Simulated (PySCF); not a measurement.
Rows and methods have been separated. Pair them.

Species: [AlClH3]- (charge -1).
SMILES: `[H][Al-]([H])([H])[Cl]`

The closed-shell ground state was solved 3 times with PySCF (density fitting, gas phase), always in the pcSseg-1 (pcSseg-2 on Al) basis (82 functions), with these functionals: B3LYP, PBE and PBE0. Geometry: PBE0-D3(BJ)/def2-SVP; no solvent, vibrations or thermal averaging. The geometry's basis has no diffuse functions, a weakness for an anion. No diffuse functions stand in pcSseg-1 (pcSseg-2 on Al), which bears on an anion's orbital energies.

```csv
row,total energy (Eh),HOMO (eV),LUMO (eV)
P,-704.1991,-1.27,4.21
Q,-704.2630,-2.55,4.82
R,-704.5850,-2.34,4.63
```

Which functional belongs to which row?

P = PBE, Q = PBE0, R = B3LYP. By rising HOMO–LUMO gap: PBE (GGA) 5.48 eV; B3LYP (global hybrid, 20 % exact exchange) 6.97 eV; PBE0 (global hybrid, 25 % exact exchange) 7.37 eV. Total energies of different functionals aren't bounds to one another; each is stationary for its own functional.
